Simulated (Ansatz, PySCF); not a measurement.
Molecule: ethanol, C$_{2}$H$_{6}$O (charge 0, singlet). 
Geometry from a B3LYP-D3(BJ)/def2-TZVP (Ansatz, a quantum-chemistry and plane-wave program) optimisation:
```
C
H 1 1.0973
H 1 1.0973 2 107.69
O 1 1.4270 2 110.49 3 -120.76
H 4 0.9624 1 108.87 2 59.54
C 1 1.5131 2 110.09 3 120.04
H 6 1.0909 1 110.47 2 60.81
H 6 1.0909 7 108.30 1 -121.11
H 6 1.0917 7 108.54 8 -117.66
```
Charge 0, spin multiplicity 1.

Wanted: atomisation energy (electronic, to ground-state atoms), in eV. Cores are frozen in the correlated levels unless marked. Open shells are spin-unrestricted. No spin-orbit coupling. Non-relativistic unless marked X2C. The coupled-cluster limit lacks core correlation, which all-electron functionals hold. Basis-set limits of correlation are two-point, X^-3; Hartree-Fock from the larger set. [CCSD(T)-MP2]/basis is that difference in the basis named.

| level | program | atomisation energy (eV) |
|---|---|---|
| TPSS-D4/def2-TZVPD | PySCF + dftd4 | 35.29 |
| r2SCAN/def2-TZVPD | Ansatz | 35.03 |
| TPSSh/def2-TZVPD | PySCF | 35.03 |
| MN15-D3(BJ)/def2-TZVPD | PySCF + dftd3 | 35.04 |
| SCS-MP2/6-31G* | Ansatz | 31.95 |

Task: Estimate the value at RI-MP2/CBS(aug-cc-pVTZ,aug-cc-pVQZ)+[CCSD(T)-MP2]/aug-cc-pVTZ as computed with Ansatz.

Result: 35.16 eV, so SCS-MP2/6-31G* differs from it by -3.21 eV.
